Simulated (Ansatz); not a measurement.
**Molecular dynamics, step by step**

SiH$_{5}$F, singlet, PBE0-D4/def2-SVP (Ansatz 0.2.0). Settings (timestep in fs, temperature in K; T counts 15 degrees of freedom):

```yaml
hamiltonian: {xc: pbe0, dispersion: d4}
md: {n_steps: 30, timestep: 0.75, temperature: 100, ensemble: nve, seed: 336, initial_velocities: maxwell_boltzmann}
```

Start, the saddle point found with PBE0-D4 in triple zeta (not stationary at another level):

```
7
angstrom
Si -0.3265 0.3239 -0.0623
H 0.5919 -0.8942 -0.8035
H -0.8977 0.4770 -1.4383
H -1.4781 -0.0934 0.7626
H 0.3197 1.6247 0.2047
H 0.9267 -0.9415 0.1072
F 0.8639 -0.4964 1.2296
```

```tsv
step	time (fs)	potential energy less the start (meV)	kinetic energy (meV)	T (K)
0	0.00	0.0	64.6	100
2	1.50	2.5	62.2	96
4	3.00	22.0	43.3	67
6	4.50	31.3	34.2	53
8	6.00	13.4	52.1	81
10	7.50	-26.8	92.0	142
12	9.00	-73.2	138.2	214
14	10.50	-118.8	184.0	285
16	12.00	-169.8	234.7	363
18	13.50	-220.5	285.2	441
20	15.00	-277.4	343.1	531
22	16.50	-387.6	452.2	700
24	18.00	-499.5	563.6	872
26	19.50	-583.1	648.0	1003
28	21.00	-674.6	738.9	1143
30	22.50	-742.7	807.1	1249
```

Step 4, positions (Å) and forces (eV/Å):

```tsv
atom	x	y	z	Fx	Fy	Fz
Si1	-0.323	0.322	-0.059	-0.553	-0.094	-1.129
H2	0.606	-0.932	-0.844	-0.173	0.459	0.577
H3	-0.922	0.504	-1.455	0.077	-0.013	0.348
H4	-1.481	-0.103	0.768	-0.015	0.025	0.021
H5	0.324	1.622	0.190	0.110	0.210	0.097
H6	0.934	-0.908	0.154	0.265	-0.373	0.026
F7	0.859	-0.494	1.225	0.289	-0.215	0.061
```

Step 12, positions (Å) and forces (eV/Å):

```
atom       x       y       z      Fx      Fy      Fz
 Si1  -0.323   0.319  -0.063  -0.608   0.381  -1.415
  H2   0.582  -0.884  -0.789  -0.283   0.391   0.017
  H3  -0.956   0.556  -1.405  -0.152   0.072  -0.068
  H4  -1.478  -0.113   0.780   0.140   0.070   0.017
  H5   0.350   1.640   0.186  -0.095  -0.292   0.110
  H6   1.011  -0.928   0.266   0.022  -0.008   0.452
  F7   0.856  -0.494   1.219   0.976  -0.614   0.888
```

Step 20, positions (Å) and forces (eV/Å):

```csv
atom,x,y,z,Fx,Fy,Fz
Si1,-0.331,0.321,-0.085,-1.752,1.260,-1.763
H2,0.481,-0.730,-0.738,0.334,-0.655,-0.872
H3,-1.044,0.640,-1.367,-0.311,0.278,-0.078
H4,-1.437,-0.104,0.806,-0.014,-0.053,0.166
H5,0.359,1.593,0.223,0.106,0.106,0.155
H6,1.124,-0.991,0.488,0.573,-0.849,-0.848
F7,0.870,-0.504,1.232,1.064,-0.087,3.239
```

Last step (30):

| atom | x (Å) | y (Å) | z (Å) |
| --- | --- | --- | --- |
| Si1 | -0.3687 | 0.3413 | -0.1421 |
| H2 | 0.4396 | -0.7291 | -0.9573 |
| H3 | -1.2455 | 0.8422 | -1.3022 |
| H4 | -1.3704 | -0.1137 | 0.8796 |
| H5 | 0.4006 | 1.5501 | 0.3179 |
| H6 | 1.3404 | -1.1493 | 0.7640 |
| F7 | 0.9208 | -0.5342 | 1.3015 |

The run took about 22 s on 2 CPU threads of an Arm Neoverse V1 (shared host).
